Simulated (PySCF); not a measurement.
# Mayer bond orders and bond lengths

C₄H₇F.
Atom-mapped SMILES: `[CH2:1]=[C:2]([CH3:3])[CH2:4][F:5]` (hydrogens: H6, H7 on C1; H8, H9, H10 on C3; H11, H12 on C4)

Cartesian coordinates in Å at the PBE0-D3(BJ)/def2-SVP level; atoms count from 1:
```xyz
12
C4H7F angstrom
C      0.1194    1.1712   -1.0003
C      0.0416    0.1518   -0.1419
C      1.1228   -0.8676    0.0475
C     -1.1729   -0.0483    0.7140
F     -2.1445    0.8829    0.4765
H     -0.7052    1.8796   -1.0991
H      1.0044    1.3173   -1.6249
H      1.4480   -0.9182    1.1007
H      0.7715   -1.8781   -0.2234
H      2.0017   -0.6350   -0.5686
H     -1.5949   -1.0563    0.5359
H     -0.8919    0.0008    1.7834
```

Bond orders from the PBE0/pcSseg-1 density (PySCF). Geometry: PBE0-D3(BJ)/def2-SVP, one conformer, isolated molecule.

Where do the orders between heavy atoms depart from those drawn in the SMILES?

The largest departure is 0.092, at C4–F5 (drawn single, 0.908).

Set the Mayer orders of the bonds between heavy atoms beside their lengths.

```json
{"bond": "C1–C2", "drawn as": "double", "length (Å)": "1.335", "Mayer order": "1.969"}
{"bond": "C2–C3", "drawn as": "single", "length (Å)": "1.498", "Mayer order": "1.046"}
{"bond": "C2–C4", "drawn as": "single", "length (Å)": "1.499", "Mayer order": "0.995"}
{"bond": "C4–F5", "drawn as": "single", "length (Å)": "1.367", "Mayer order": "0.908"}
```

By pair of heavy elements: C–C: lowest C2–C4 (0.995, 1.499 Å), highest C1–C2 (1.969, 1.335 Å).

And the bonds to hydrogen?

C–H: 0.94 to 0.96 (7 bonds).

Sum the orders of all bonds at each heavy atom with more than one neighbour and set the sums beside the valence in the SMILES.

C1 3.851 (drawn 4), C2 4.010 (drawn 4), C3 3.902 (drawn 4), C4 3.783 (drawn 4). Orders between atoms that aren't bonded are not in these sums.

For a closed shell the Mayer order of atoms A and B is Σ (PS)μν (PS)νμ over the basis functions μ on A and ν on B, with P the density and S the overlap matrix.
